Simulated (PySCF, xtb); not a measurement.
H2N, SMILES [NH2] (connectivity only; charge and spin as stated), charge -1, multiplicity 1.

Harmonic wavenumbers (cm⁻¹) from GFN2-xTB run with xtb at its own minimum, in rising order: 1772, 2888, 2983.

**Question.** What does PBE-D3(BJ)/def2-TZVPD run with PySCF give at its own minimum? (An estimate is asked for; the answer gives what the named calculation found.)

**Answer.** 1466, 3206, 3286. Paired by order, the mean absolute difference is 309 cm⁻¹ and the zero-point energies are 10.9 and 11.4 kcal/mol.
